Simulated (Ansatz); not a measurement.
# SiCl (doublet): B3LYP, wB97M-V over a scan of the distance Si1–Cl2, 6-31G, part 2 of 2

Ansatz 0.2.0, Gaussian basis; 6-31G, all electrons in the functionals. Earlier steps stand in the parts before.

## (16) wB97M-V, 2.287 Å

in.yaml reads:

```yaml
crystal:
  periodic: [false, false, false]
  atoms:
    - {symbol: Si, position_ang: [0.000000, 0.000000, 0.000000]}
    - {symbol: Cl, position_ang: [0.000000, 0.000000, 2.287000]}
basis:
  gaussian: {orbitals: 6-31G}
magnetization: {spin_polarized: true, initial_magnetization: 1}
hamiltonian: {xc: {name: wB97M-V}}
output: {forces: true, orbitals: {seedname: orbitals}}
```

On the command line:

```console
$ ansatz run in.yaml --threads 1 --pin off --events-out ev --progress --plain --max-ram 2393MiB
```

Output (excerpt; [...] marks lines left out):

```text
Functional definition: wB97M-V
  name "wB97M-V"
  cite "Mardirossian & Head-Gordon, J. Chem. Phys. 144, 214110 (2016) doi:10.1063/1.4952647"
  cite "Becke, J. Chem. Phys. 107, 8554 (1997) doi:10.1063/1.475007"
  cite "Vydrov & Van Voorhis, J. Chem. Phys. 133, 244103 (2010) doi:10.1063/1.3521275"
  # Of w^i u^j: cxij and so on, Table III.
[...]
  gx(w, u) = 1 - cx + cx01*u + cx10*w
  gss(w, u) = css00 + css04*u^4 + css10*w + css20*w^2 + css43*w^4*u^3
  gos(w, u) = cos00 + cos10*w + (cos20 + cos21*u)*w^2 + (cos60 + cos61*u)*w^6
[...]
      + integral(e_c_pw_mod_opposite_spin*gos(b97_w_opposite, b97_u_opposite)) + vv10(b, c)
280 factors; integrals over basis functions are off by at most 1.2e-4 eV
108 factors; integrals over basis functions are off by at most 4.1e-6 eV
[...]
mean field -20396.42687806 eV, -749.5548625739 hartree, gradient 4.0e-5 eV, S^2 0.751374; 0 other end points of the search recorded, 0 dependent functions left out
[...]
reference -20396.42690634 eV, -749.5548636134 hartree; 16, 15 occupied and 10, 11 virtual orbitals, 280 factors
Total energy: -20396.42690634 eV, -749.5548636134 hartree
Atom 0 at     0.000000     0.000000     0.000000 Å, force     0.000000     0.000000     0.750731 eV/Å
Atom 1 at     0.000000     0.000000     2.287000 Å, force     0.000000     0.000000    -0.750731 eV/Å
Dipole moment:    -0.000000    -0.000000    -0.650903 e Å
```

Wall time 1.3 s (1 thread of AMD EPYC 9R45, shared host).

From the report: ⟨S²⟩ of the determinant 0.751 (pure doublet: 0.75).

From 2.067 Å: -13.5 kJ/mol.

## (17) wB97M-V, 2.510 Å

in.yaml reads:

```yaml
crystal:
  periodic: [false, false, false]
  atoms:
    - {symbol: Si, position_ang: [0.000000, 0.000000, 0.000000]}
    - {symbol: Cl, position_ang: [0.000000, 0.000000, 2.510000]}
basis:
  gaussian: {orbitals: 6-31G}
magnetization: {spin_polarized: true, initial_magnetization: 1}
hamiltonian: {xc: {name: wB97M-V}}
output: {orbitals: {seedname: orbitals}}
```

Same command.

Output (excerpt; [...] marks lines left out):

```text
Functional definition: wB97M-V
  name "wB97M-V"
  cite "Mardirossian & Head-Gordon, J. Chem. Phys. 144, 214110 (2016) doi:10.1063/1.4952647"
  cite "Becke, J. Chem. Phys. 107, 8554 (1997) doi:10.1063/1.475007"
  cite "Vydrov & Van Voorhis, J. Chem. Phys. 133, 244103 (2010) doi:10.1063/1.3521275"
  # Of w^i u^j: cxij and so on, Table III.
[...]
  gx(w, u) = 1 - cx + cx01*u + cx10*w
  gss(w, u) = css00 + css04*u^4 + css10*w + css20*w^2 + css43*w^4*u^3
  gos(w, u) = cos00 + cos10*w + (cos20 + cos21*u)*w^2 + (cos60 + cos61*u)*w^6
[...]
      + integral(e_c_pw_mod_opposite_spin*gos(b97_w_opposite, b97_u_opposite)) + vv10(b, c)
280 factors; integrals over basis functions are off by at most 1.2e-4 eV
108 factors; integrals over basis functions are off by at most 4.1e-6 eV
[...]
mean field -20396.09116586 eV, -749.5425253783 hartree, gradient 7.3e-5 eV, S^2 0.752460; 0 other end points of the search recorded, 0 dependent functions left out
reference -20396.09119487 eV, -749.5425264444 hartree; 16, 15 occupied and 10, 11 virtual orbitals, 280 factors
Total energy: -20396.09119487 eV, -749.5425264444 hartree
```

It took 1.1 s on 1 thread of AMD EPYC 9R45, shared host.

From the report: ⟨S²⟩ of the determinant 0.752 (pure doublet: 0.75).

From 2.067 Å: +18.9 kJ/mol.

## (18) wB97M-V, 2.803 Å

in.yaml reads:

```yaml
crystal:
  periodic: [false, false, false]
  atoms:
    - {symbol: Si, position_ang: [0.000000, 0.000000, 0.000000]}
    - {symbol: Cl, position_ang: [0.000000, 0.000000, 2.803000]}
basis:
  gaussian: {orbitals: 6-31G}
magnetization: {spin_polarized: true, initial_magnetization: 1}
hamiltonian: {xc: {name: wB97M-V}}
output: {forces: true, orbitals: {seedname: orbitals}}
```

Launched as before.

Output (excerpt; [...] marks lines left out):

```text
Functional definition: wB97M-V
  name "wB97M-V"
  cite "Mardirossian & Head-Gordon, J. Chem. Phys. 144, 214110 (2016) doi:10.1063/1.4952647"
  cite "Becke, J. Chem. Phys. 107, 8554 (1997) doi:10.1063/1.475007"
  cite "Vydrov & Van Voorhis, J. Chem. Phys. 133, 244103 (2010) doi:10.1063/1.3521275"
  # Of w^i u^j: cxij and so on, Table III.
[...]
  gx(w, u) = 1 - cx + cx01*u + cx10*w
  gss(w, u) = css00 + css04*u^4 + css10*w + css20*w^2 + css43*w^4*u^3
  gos(w, u) = cos00 + cos10*w + (cos20 + cos21*u)*w^2 + (cos60 + cos61*u)*w^6
[...]
      + integral(e_c_pw_mod_opposite_spin*gos(b97_w_opposite, b97_u_opposite)) + vv10(b, c)
280 factors; integrals over basis functions are off by at most 1.4e-4 eV
108 factors; integrals over basis functions are off by at most 3.8e-6 eV
[...]
mean field -20395.41165808 eV, -749.5175539278 hartree, gradient 4.8e-5 eV, S^2 0.756560; 1 other end points of the search recorded, 0 dependent functions left out
[...]
reference -20395.41168811 eV, -749.5175550314 hartree; 16, 15 occupied and 10, 11 virtual orbitals, 280 factors
Total energy: -20395.41168811 eV, -749.5175550314 hartree
Atom 0 at     0.000000     0.000000     0.000000 Å, force    -0.000000     0.000000     2.446446 eV/Å
Atom 1 at     0.000000     0.000000     2.803000 Å, force     0.000000    -0.000000    -2.446446 eV/Å
Dipole moment:     0.000000    -0.000000    -1.240977 e Å
```

Wall time 1.4 s (1 thread of AMD EPYC 9R45, shared host).

From the report: ⟨S²⟩ of the determinant 0.757 (pure doublet: 0.75).

From 2.067 Å: +84.4 kJ/mol.

## (19) wB97M-V, 3.338 Å

in.yaml reads:

```yaml
crystal:
  periodic: [false, false, false]
  atoms:
    - {symbol: Si, position_ang: [0.000000, 0.000000, 0.000000]}
    - {symbol: Cl, position_ang: [0.000000, 0.000000, 3.338000]}
basis:
  gaussian: {orbitals: 6-31G}
magnetization: {spin_polarized: true, initial_magnetization: 1}
hamiltonian: {xc: {name: wB97M-V}}
output: {orbitals: {seedname: orbitals}}
```

The command is unchanged.

Output (excerpt; [...] marks lines left out):

```text
Functional definition: wB97M-V
  name "wB97M-V"
  cite "Mardirossian & Head-Gordon, J. Chem. Phys. 144, 214110 (2016) doi:10.1063/1.4952647"
  cite "Becke, J. Chem. Phys. 107, 8554 (1997) doi:10.1063/1.475007"
  cite "Vydrov & Van Voorhis, J. Chem. Phys. 133, 244103 (2010) doi:10.1063/1.3521275"
  # Of w^i u^j: cxij and so on, Table III.
[...]
  gx(w, u) = 1 - cx + cx01*u + cx10*w
  gss(w, u) = css00 + css04*u^4 + css10*w + css20*w^2 + css43*w^4*u^3
  gos(w, u) = cos00 + cos10*w + (cos20 + cos21*u)*w^2 + (cos60 + cos61*u)*w^6
[...]
      + integral(e_c_pw_mod_opposite_spin*gos(b97_w_opposite, b97_u_opposite)) + vv10(b, c)
280 factors; integrals over basis functions are off by at most 1.6e-4 eV
108 factors; integrals over basis functions are off by at most 3.1e-6 eV
[...]
mean field -20394.20169288 eV, -749.4730885271 hartree, gradient 2.0e-5 eV, S^2 0.887748; 5 other end points of the search recorded, 0 dependent functions left out
reference -20394.20172365 eV, -749.4730896578 hartree; 16, 15 occupied and 10, 11 virtual orbitals, 280 factors
Total energy: -20394.20172365 eV, -749.4730896578 hartree
```

It took 1.6 s on 1 thread of AMD EPYC 9R45, shared host.

From the report: ⟨S²⟩ of the determinant 0.888 (pure doublet: 0.75).

From 2.067 Å: +201.2 kJ/mol.

## (20) wB97M-V, 3.776 Å

in.yaml, as its differences from that of step 19:

```diff
@@ -4,3 +4,3 @@
     - {symbol: Si, position_ang: [0.000000, 0.000000, 0.000000]}
-    - {symbol: Cl, position_ang: [0.000000, 0.000000, 3.338000]}
+    - {symbol: Cl, position_ang: [0.000000, 0.000000, 3.776000]}
 basis:
```

Launched as before.

Output (excerpt; [...] marks lines left out):

```text
Functional definition: wB97M-V
  name "wB97M-V"
  cite "Mardirossian & Head-Gordon, J. Chem. Phys. 144, 214110 (2016) doi:10.1063/1.4952647"
  cite "Becke, J. Chem. Phys. 107, 8554 (1997) doi:10.1063/1.475007"
  cite "Vydrov & Van Voorhis, J. Chem. Phys. 133, 244103 (2010) doi:10.1063/1.3521275"
  # Of w^i u^j: cxij and so on, Table III.
[...]
  gx(w, u) = 1 - cx + cx01*u + cx10*w
  gss(w, u) = css00 + css04*u^4 + css10*w + css20*w^2 + css43*w^4*u^3
  gos(w, u) = cos00 + cos10*w + (cos20 + cos21*u)*w^2 + (cos60 + cos61*u)*w^6
[...]
      + integral(e_c_pw_mod_opposite_spin*gos(b97_w_opposite, b97_u_opposite)) + vv10(b, c)
280 factors; integrals over basis functions are off by at most 1.9e-4 eV
108 factors; integrals over basis functions are off by at most 3.8e-6 eV
[...]
mean field -20393.56981687 eV, -749.4498675120 hartree, gradient 5.9e-6 eV, S^2 1.226897; 8 other end points of the search recorded, 0 dependent functions left out
reference -20393.56984873 eV, -749.4498686828 hartree; 16, 15 occupied and 10, 11 virtual orbitals, 280 factors
Total energy: -20393.56984873 eV, -749.4498686828 hartree
```

Wall time 5.5 s (1 thread of AMD EPYC 9R45, shared host).

From the report: ⟨S²⟩ of the determinant 1.227 (pure doublet: 0.75).

From 2.067 Å: +262.2 kJ/mol.

## (21) wB97M-V, 4.593 Å

in.yaml, as its differences from that of step 20:

```diff
@@ -4,3 +4,3 @@
     - {symbol: Si, position_ang: [0.000000, 0.000000, 0.000000]}
-    - {symbol: Cl, position_ang: [0.000000, 0.000000, 3.776000]}
+    - {symbol: Cl, position_ang: [0.000000, 0.000000, 4.593000]}
 basis:
```

The command is unchanged.

Output (excerpt; [...] marks lines left out):

```text
Functional definition: wB97M-V
  name "wB97M-V"
  cite "Mardirossian & Head-Gordon, J. Chem. Phys. 144, 214110 (2016) doi:10.1063/1.4952647"
  cite "Becke, J. Chem. Phys. 107, 8554 (1997) doi:10.1063/1.475007"
  cite "Vydrov & Van Voorhis, J. Chem. Phys. 133, 244103 (2010) doi:10.1063/1.3521275"
  # Of w^i u^j: cxij and so on, Table III.
[...]
  gx(w, u) = 1 - cx + cx01*u + cx10*w
  gss(w, u) = css00 + css04*u^4 + css10*w + css20*w^2 + css43*w^4*u^3
  gos(w, u) = cos00 + cos10*w + (cos20 + cos21*u)*w^2 + (cos60 + cos61*u)*w^6
[...]
      + integral(e_c_pw_mod_opposite_spin*gos(b97_w_opposite, b97_u_opposite)) + vv10(b, c)
280 factors; integrals over basis functions are off by at most 4.4e-4 eV
108 factors; integrals over basis functions are off by at most 4.5e-6 eV
[...]
mean field -20393.03866443 eV, -749.4303480199 hartree, gradient 8.4e-6 eV, S^2 1.571979; 9 other end points of the search recorded, 0 dependent functions left out
reference -20393.03869741 eV, -749.4303492319 hartree; 16, 15 occupied and 10, 11 virtual orbitals, 280 factors
Total energy: -20393.03869741 eV, -749.4303492319 hartree
```

It took 6 s on 1 thread of AMD EPYC 9R45, shared host.

From the report: ⟨S²⟩ of the determinant 1.572 (pure doublet: 0.75). The determinant of wB97M-V (⟨S²⟩ 1.57) is far from a pure spin state, so its energy mixes those of several spin states; that is harmless only where they are near-degenerate.

From 2.067 Å: +313.4 kJ/mol.

## (22) wB97M-V, 5.675 Å

in.yaml, as its differences from that of step 21:

```diff
@@ -4,3 +4,3 @@
     - {symbol: Si, position_ang: [0.000000, 0.000000, 0.000000]}
-    - {symbol: Cl, position_ang: [0.000000, 0.000000, 4.593000]}
+    - {symbol: Cl, position_ang: [0.000000, 0.000000, 5.675000]}
 basis:
```

Same command.

Output (excerpt; [...] marks lines left out):

```text
Functional definition: wB97M-V
  name "wB97M-V"
  cite "Mardirossian & Head-Gordon, J. Chem. Phys. 144, 214110 (2016) doi:10.1063/1.4952647"
  cite "Becke, J. Chem. Phys. 107, 8554 (1997) doi:10.1063/1.475007"
  cite "Vydrov & Van Voorhis, J. Chem. Phys. 133, 244103 (2010) doi:10.1063/1.3521275"
  # Of w^i u^j: cxij and so on, Table III.
[...]
  gx(w, u) = 1 - cx + cx01*u + cx10*w
  gss(w, u) = css00 + css04*u^4 + css10*w + css20*w^2 + css43*w^4*u^3
  gos(w, u) = cos00 + cos10*w + (cos20 + cos21*u)*w^2 + (cos60 + cos61*u)*w^6
[...]
      + integral(e_c_pw_mod_opposite_spin*gos(b97_w_opposite, b97_u_opposite)) + vv10(b, c)
280 factors; integrals over basis functions are off by at most 2.5e-4 eV
108 factors; integrals over basis functions are off by at most 5.1e-6 eV
[...]
mean field -20392.89457091 eV, -749.4250526805 hartree, gradient 9.8e-7 eV, S^2 1.739579; 11 other end points of the search recorded, 0 dependent functions left out
reference -20392.89460646 eV, -749.4250539868 hartree; 16, 15 occupied and 10, 11 virtual orbitals, 280 factors
Total energy: -20392.89460646 eV, -749.4250539868 hartree
```

Run time: 11 s. Hardware: 1 thread of AMD EPYC 9R45, shared host.

From the report: ⟨S²⟩ of the determinant 1.740 (pure doublet: 0.75). The determinant of wB97M-V (⟨S²⟩ 1.74) is far from a pure spin state, so its energy mixes those of several spin states; that is harmless only where they are near-degenerate.

From 2.067 Å: +327.3 kJ/mol.

## (23) wB97M-V, 7.038 Å

in.yaml, as its differences from that of step 22:

```diff
@@ -4,3 +4,3 @@
     - {symbol: Si, position_ang: [0.000000, 0.000000, 0.000000]}
-    - {symbol: Cl, position_ang: [0.000000, 0.000000, 5.675000]}
+    - {symbol: Cl, position_ang: [0.000000, 0.000000, 7.038000]}
 basis:
```

The command is unchanged.

Output (excerpt; [...] marks lines left out):

```text
Functional definition: wB97M-V
  name "wB97M-V"
  cite "Mardirossian & Head-Gordon, J. Chem. Phys. 144, 214110 (2016) doi:10.1063/1.4952647"
  cite "Becke, J. Chem. Phys. 107, 8554 (1997) doi:10.1063/1.475007"
  cite "Vydrov & Van Voorhis, J. Chem. Phys. 133, 244103 (2010) doi:10.1063/1.3521275"
  # Of w^i u^j: cxij and so on, Table III.
[...]
  gx(w, u) = 1 - cx + cx01*u + cx10*w
  gss(w, u) = css00 + css04*u^4 + css10*w + css20*w^2 + css43*w^4*u^3
  gos(w, u) = cos00 + cos10*w + (cos20 + cos21*u)*w^2 + (cos60 + cos61*u)*w^6
[...]
      + integral(e_c_pw_mod_opposite_spin*gos(b97_w_opposite, b97_u_opposite)) + vv10(b, c)
280 factors; integrals over basis functions are off by at most 2.3e-4 eV
108 factors; integrals over basis functions are off by at most 5.4e-6 eV
[...]
mean field -20392.88252007 eV, -749.4246098202 hartree, gradient 2.7e-6 eV, S^2 1.750285; 8 other end points of the search recorded, 0 dependent functions left out
reference -20392.88255834 eV, -749.4246112267 hartree; 16, 15 occupied and 10, 11 virtual orbitals, 280 factors
Total energy: -20392.88255834 eV, -749.4246112267 hartree
```

Wall time 10 s (1 thread of AMD EPYC 9R45, shared host).

From the report: ⟨S²⟩ of the determinant 1.750 (pure doublet: 0.75). The determinant of wB97M-V (⟨S²⟩ 1.75) is far from a pure spin state, so its energy mixes those of several spin states; that is harmless only where they are near-degenerate.

From 2.067 Å: +328.5 kJ/mol.

## (24) The comparison

The yardstick is full CI for this spin, exact in this basis with these frozen cores. It comes from earlier runs at the same points. Energies in kJ/mol, counted from 2.067 Å; blanks weren't run or aren't comparable.

| level | 1.621 Å | 1.856 Å | 2.067 Å | 2.287 Å | 2.510 Å | 2.803 Å | 3.338 Å | 3.776 Å | 4.593 Å | 5.675 Å | 7.038 Å |
| --- | --- | --- | --- | --- | --- | --- | --- | --- | --- | --- | --- |
| FCI | 551.9 | 129.6 | 0.0 | -27.2 | -6.5 | 46.6 | 148.0 | 209.0 | 254.4 | 261.3 | 262.0 |
| B3LYP | 522.2 | 118.4 | 0.0 | -18.7 | 8.5 | 67.5 | 173.6 | 228.8 | 273.7 | 293.4 | 299.8 |
| wB97M-V | 513.7 | 113.8 | 0.0 | -13.5 | 18.9 | 84.4 | 201.2 | 262.2 | 313.4 | 327.3 | 328.5 |

Largest miss and mean time a point (FCI took 2.9 min a point; shared hosts):

```
  level  largest miss (kJ/mol)    where  time a point
  B3LYP                  +37.8  7.038 Å         1.8 s
wB97M-V                  +66.5  7.038 Å         3.7 s
```

## (25) Outcome

What follows sums up all 2 parts.

| quantity | value |
| --- | --- |
| span of the FCI curve | 579.1 kJ/mol |
| largest miss, B3LYP | +37.8 kJ/mol (7.038 Å) |
| largest miss, wB97M-V | +66.5 kJ/mol (7.038 Å) |

What this shows: Of the functionals, B3LYP keep the smallest largest miss at the points compared (at most 37.8 kJ/mol) and wB97M-V strays most (66.5 kJ/mol, at 7.038 Å). B3LYP, wB97M-V clearly break the spin symmetry at some points (⟨S²⟩ up to 1.00 above the pure value), so energy there is bought with a mixed spin. Functionals and the yardstick converge differently with the basis, so part of each miss in 6-31G is the basis.
